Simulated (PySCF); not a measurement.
## Fractional electron number in Al⁻ (aluminium, charge -1)

The 3p alpha orbital of [Ne] 3s2 3p2 is emptied in steps (occupation f), with all orbitals relaxed, ending at [Ne] 3s2 3p1. All numbers are calculated (PySCF 2.14, no relativity, point nucleus, in aug-cc-pV(T+d)Z (6s5p4d2f, 55 functions)). The exact energy is a straight line in f; departures are measured from the line between the end points of the same method.

```
   f  LDA (eV)  PBE (eV)  PBE0 (eV)  r2SCAN (eV)  LC-wPBE (eV)  BHandHLYP (eV)  wB97X (eV)  r2SCAN0 (eV)  MN15 (eV)
   1     0.000     0.000      0.000        0.000         0.000           0.000       0.000         0.000      0.000
0.75    -0.376    -0.374     -0.262       -0.357         0.066          -0.148       0.044        -0.248     -0.212
 0.5    -0.529    -0.520     -0.360       -0.489         0.084          -0.206       0.051        -0.336     -0.285
0.25    -0.414    -0.402     -0.276       -0.369         0.061          -0.160       0.033        -0.251     -0.214
   0     0.000     0.000      0.000        0.000         0.000           0.000       0.000         0.000      0.000
```

```
   method  E(f=0) − E(f=1) (eV)  −ε at f=1 (eV)  −ε at f=0.5 (eV)
      LDA                 0.639          -1.255             0.535
      PBE                 0.584          -1.317             0.507
     PBE0                 0.536          -0.808             0.498
   r2SCAN                 0.613          -1.216             0.578
  LC-wPBE                 0.475           0.868             0.463
BHandHLYP                 0.271          -0.464             0.239
    wB97X                 0.273           0.550             0.246
  r2SCAN0                 0.567          -0.717             0.557
     MN15                 0.535          -0.581             0.529
```

Orbital energy along the path (eV):

| f | LDA | PBE | PBE0 | r2SCAN | LC-wPBE | BHandHLYP | wB97X | r2SCAN0 | MN15 |
| --- | --- | --- | --- | --- | --- | --- | --- | --- | --- |
| 1 | 1.255 | 1.317 | 0.808 | 1.216 | -0.868 | 0.464 | -0.550 | 0.717 | 0.581 |
| 0.75 | 0.448 | 0.482 | 0.199 | 0.389 | -0.631 | 0.155 | -0.365 | 0.120 | 0.041 |
| 0.5 | -0.535 | -0.507 | -0.498 | -0.578 | -0.463 | -0.239 | -0.246 | -0.557 | -0.529 |
| 0.25 | -1.682 | -1.616 | -1.255 | -1.605 | -0.309 | -0.680 | -0.162 | -1.250 | -1.113 |
| 0 | -2.918 | -2.768 | -2.017 | -2.553 | -0.149 | -1.146 | -0.122 | -1.874 | -1.641 |

At f = 1 the orbital energy is positive for LDA, PBE, PBE0, r2SCAN, BHandHLYP, r2SCAN0, MN15: only the finite basis holds the electron.

Reference removal energy between the ground levels: 0.433 eV (measured; photodetachment measurements, as compiled on the Wikipedia data page of electron affinities). The calculation has no spin-orbit coupling.
